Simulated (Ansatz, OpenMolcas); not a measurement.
# NH2 (SMILES [NH2]): the electronic atomisation energy, rung by rung

NH2: 3 atoms, total charge 0, spin state doublet. As SMILES, `[NH2]`. Geometry: relaxed at PBE0-D4/def2-TZVP.

```jsonl
{"atom": "N", "x (Å)": "0.3371", "y (Å)": "-0.2000", "z (Å)": "0.1662"}
{"atom": "H", "x (Å)": "0.1308", "y (Å)": "0.8059", "z (Å)": "0.1594"}
{"atom": "H", "x (Å)": "-0.4678", "y (Å)": "-0.6059", "z (Å)": "-0.3256"}
```

Each level gives the electronic atomisation energy (eV). The values are calculated. Electronic energies at fixed atoms, without zero-point motion or spin-orbit coupling.

| level | kind | program | value (eV) | CPU time (all runs) |
| --- | --- | --- | --- | --- |
| UM06-L/def2-TZVPPD | meta-GGA | OpenMolcas | 7.81 | 26 s |
| UTPSS/def2-TZVPPD | meta-GGA | OpenMolcas | 8.15 | 26 s |
| U-wB97X/def2-TZVPPD | range-separated hybrid | Ansatz | 7.93 | 8 s |
| UCAM-B3LYP/def2-TZVPPD | range-separated hybrid | Ansatz | 8.12 | 2.7 s |
| UHSE06/def2-TZVPPD | range-separated hybrid | Ansatz | 7.95 | 2.7 s |
| RPA@PBE/def2-TZVPPD | RPA | Ansatz | 7.61 | 2.8 s |
| RPA@PBE0/def2-TZVPPD | RPA | Ansatz | 7.46 | 2.9 s |
| UBCCD(T)/def2-TZVPPD | coupled cluster or CI | Ansatz | 7.67 | 7 s |

The values span 7.46 to 8.15 eV. In so small a basis fixed costs decide the times, and correlated methods can beat functionals. CPU times are rough (shared hosts, several kinds of processor and program).
